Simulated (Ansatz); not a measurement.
in.yaml

```yaml
crystal:
  periodic: [false, false, false]
  atoms:
    - {symbol: B, position_ang: [0.000000, 0.000000, 0.000000]}
    - {symbol: H, position_ang: [0.000000, 0.000000, -1.786459]}
    - {symbol: H, position_ang: [0.000000, 0.000000, 1.786459]}
basis:
  gaussian: {orbitals: aug-cc-pVDZ}
total_charge: 1
magnetization: {spin_polarized: true, initial_magnetization: 0}
correlation: {method: ccsdt_q, electrons: outside_noble_gas}
```

```sh
$ ansatz run in.yaml --threads 1 --pin off --events-out ev --progress --plain --max-ram 2393MiB
```

The program prints:

```
658 factors; integrals over basis functions are off by at most 1.8e-7 eV
mean field evaluation 1: about -688.2086 eV, gradient 4.4e0 eV
mean field evaluation 2: about -688.2082 eV, gradient 4.4e0 eV
mean field evaluation 4: about -688.6213 eV, gradient 2.4e-1 eV
mean field evaluation 8: about -688.6223 eV, gradient 8.4e-4 eV
mean field evaluation 16: about -688.7340 eV, gradient 3.7e-3 eV
mean field evaluation 32: about -688.6221 eV, gradient 2.1e-1 eV
mean field evaluation 64: about -686.0019 eV, gradient 1.6e-1 eV
mean field -688.73401132 eV, -25.3105080752 hartree, gradient 4.0e-6 eV, S^2 0.396440; 5 other end points of the search recorded, 0 dependent functions left out
determinant -688.73401132 eV, -25.3105080752 hartree, with singles and doubles -691.35413460 eV, -25.4067958301 hartree
determinant -686.00260720 eV, -25.2101308252 hartree, with singles and doubles -687.22036493 eV, -25.2548825963 hartree
determinant -688.62227180 eV, -25.3064017238 hartree, with singles and doubles -691.40621160 eV, -25.4087096242 hartree
1 core orbitals not correlated: weight in the atoms' cores, before any rotation towards them, 1.000 or more for the frozen orbitals, at most 0.000 for the correlated occupied ones
reference -688.73401132 eV, -25.3105080752 hartree; 2, 2 occupied and 38, 38 virtual orbitals, 658 factors
second order -1.43973539 eV of doubles, -0.00000000 eV of singles
cycle   1  -1.86067115 eV  change   -4.2e-1 eV  update   8.3e-2
cycle   2  -2.35148195 eV  change   -4.9e-1 eV  update   6.1e-2
cycle   3  -2.53408033 eV  change   -1.8e-1 eV  update   3.8e-2
cycle   4  -2.65151328 eV  change   -1.2e-1 eV  update   2.1e-2
cycle   5  -2.69829953 eV  change   -4.7e-2 eV  update   1.2e-2
cycle   6  -2.70072319 eV  change   -2.4e-3 eV  update   5.1e-3
cycle   7  -2.71139505 eV  change   -1.1e-2 eV  update   1.7e-3
cycle   8  -2.71133343 eV  change    6.2e-5 eV  update   7.1e-4
cycle   9  -2.70929161 eV  change    2.0e-3 eV  update   2.9e-4
cycle  10  -2.70987748 eV  change   -5.9e-4 eV  update   1.4e-4
cycle  11  -2.70977630 eV  change    1.0e-4 eV  update   5.9e-5
cycle  12  -2.70976657 eV  change    9.7e-6 eV  update   2.8e-5
cycle  13  -2.70978413 eV  change   -1.8e-5 eV  update   1.3e-5
cycle  14  -2.70979066 eV  change   -6.5e-6 eV  update   6.7e-6
cycle  15  -2.70980722 eV  change   -1.7e-5 eV  update   3.0e-6
cycle  16  -2.70980772 eV  change   -5.0e-7 eV  update   8.4e-7
cycle  17  -2.70980803 eV  change   -3.2e-7 eV  update   3.7e-7
cycle  18  -2.70980822 eV  change   -1.8e-7 eV  update   1.3e-7
perturbative correction -0.00390787 eV, -0.0001436116 hartree
Total energy: -691.44772741 eV, -25.4102353021 hartree
```

Ran on 1 thread of Arm Neoverse V2, shared host: 5.5 s wall, 0.17 GiB peak host memory.
